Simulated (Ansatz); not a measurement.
**C₂H₅Si+ (SMILES C1C[SiH+]1): single points off equilibrium**

A test off equilibrium: a structure displaced at random from a GFN2-xTB minimum is computed at several levels, and each is set against CCSD(T).

The runs use Ansatz 0.2.0, Gaussian basis; single points in def2-TZVPP.

Correlated methods freeze the cores.

### 1 The starting structure

SMILES `C1C[SiH+]1`, 8 atoms, charge 1, spin multiplicity 1.

Atoms are counted from 1 here; the program's logs count them from 0.

Bond lengths: C1–C2 1.607 Å, C1–Si3 1.869 Å, C1–H4 1.099 Å, C1–H5 1.092 Å, C2–Si3 1.873 Å, C2–H6 1.077 Å, C2–H7 1.085 Å, Si3–H8 1.417 Å. Angles: C2–C1–Si3 64.7°, C2–C1–H4 113.1°, C2–C1–H5 115.3°, Si3–C1–H4 120.3°, Si3–C1–H5 122.8°, H4–C1–H5 111.6°, C1–C2–Si3 64.4°, C1–C2–H6 115.3°, C1–C2–H7 118.4°, Si3–C2–H6 119.6°, Si3–C2–H7 122.0°, H6–C2–H7 110.2°, C1–Si3–C2 50.9°, C1–Si3–H8 154.2°, C2–Si3–H8 154.9°.

Geometry (Å):

```csv
atom,x (Å),y (Å),z (Å)
C1,-0.7443,0.3021,-0.4296
C2,0.7918,0.4115,0.0300
Si3,-0.1242,-1.1102,0.6260
H4,-0.8616,0.1739,-1.5148
H5,-1.4031,1.0827,-0.0443
H6,1.0089,1.2068,0.7234
H7,1.5635,0.3565,-0.7314
H8,-0.2472,-2.3553,1.2909
```

### 2 CCSD(T)/def2-TZVPP

run/in.yaml reads:

```yaml
crystal:
  periodic: [false, false, false]
  atoms:
    - {symbol: C, position_ang: [-0.744300, 0.302100, -0.429600]}
    - {symbol: C, position_ang: [0.791800, 0.411500, 0.030000]}
    - {symbol: Si, position_ang: [-0.124200, -1.110200, 0.626000]}
    - {symbol: H, position_ang: [-0.861600, 0.173900, -1.514800]}
    - {symbol: H, position_ang: [-1.403100, 1.082700, -0.044300]}
    - {symbol: H, position_ang: [1.008900, 1.206800, 0.723400]}
    - {symbol: H, position_ang: [1.563500, 0.356500, -0.731400]}
    - {symbol: H, position_ang: [-0.247200, -2.355300, 1.290900]}
basis:
  gaussian: {orbitals: def2-TZVPP}
total_charge: 1
correlation: {method: ccsd_t}
output: {forces: true}
```

The command line of these runs was not kept.

### 3 PBE0-D4/def2-TZVPP

Edit run/in.yaml of step 2 so:

```diff
@@ -14,3 +14,3 @@
 total_charge: 1
-correlation: {method: ccsd_t}
-output: {forces: true}
+hamiltonian: {xc: pbe0, dispersion: d4}
+output: {forces: true, orbitals: {seedname: orbitals}}
```

### 4 wB97M-V/def2-TZVPP

Edit run/in.yaml of step 3 so:

```diff
@@ -14,3 +14,3 @@
 total_charge: 1
-hamiltonian: {xc: pbe0, dispersion: d4}
-output: {forces: true, orbitals: {seedname: orbitals}}
+hamiltonian: {xc: {name: wB97M-V}}
+output: {forces: true}
```

### 5 r2SCAN-D4/def2-TZVPP

Edit run/in.yaml of step 4 so:

```diff
@@ -14,3 +14,3 @@
 total_charge: 1
-hamiltonian: {xc: {name: wB97M-V}}
+hamiltonian: {xc: r2scan, dispersion: d4}
 output: {forces: true}
```

### 6 PBE-D4/def2-TZVPP

Edit run/in.yaml of step 5 so:

```diff
@@ -14,3 +14,3 @@
 total_charge: 1
-hamiltonian: {xc: r2scan, dispersion: d4}
+hamiltonian: {xc: pbe, dispersion: d4}
 output: {forces: true}
```

### 7 B97M-V/def2-TZVPP

Edit run/in.yaml of step 6 so:

```diff
@@ -14,3 +14,3 @@
 total_charge: 1
-hamiltonian: {xc: pbe, dispersion: d4}
+hamiltonian: {xc: {name: B97M-V}}
 output: {forces: true}
```

### 8 r2SCAN0-D4/def2-TZVPP

Edit run/in.yaml of step 7 so:

```diff
@@ -14,3 +14,3 @@
 total_charge: 1
-hamiltonian: {xc: {name: B97M-V}}
+hamiltonian: {xc: {name: r2SCAN0}, dispersion: d4}
 output: {forces: true}
```

(Steps that only read results are left out.)

Q: Predict the outcome of this session. Wanted: energy less free atoms, CCSD(T)/def2-TZVPP; RMS force component; RMS force error; HOMO and LUMO, PBE0-D4; T1 diagnostic.

The runs gave:

```
                                  quantity                                                                                             value
energy less free atoms, CCSD(T)/def2-TZVPP                                                                                    -1970.5 kJ/mol
                       RMS force component                                                              0.777 to 0.960 eV/Å over the methods
                           RMS force error  PBE0-D4 0.208, wB97M-V 0.158, r2SCAN-D4 0.173, PBE-D4 0.197, B97M-V 0.189, r2SCAN0-D4 0.223 eV/Å
                    HOMO and LUMO, PBE0-D4                                                                               -13.63 and -9.01 eV
                             T1 diagnostic                                                                                             0.012
```

Against CCSD(T) the functionals' energies less atoms differ by -124.9 to -45.0 kJ/mol, PBE-D4 by -124.9 kJ/mol. The reference is not at the basis limit: in triple zeta CCSD(T) underbinds, which counts against methods that bind more; the gaps are no ranking. For forces wB97M-V does best and r2SCAN0-D4 worst. Frozen-core CCSD(T) forces in triple zeta carry basis errors of their own, and this is one geometry, so small gaps rank nothing.
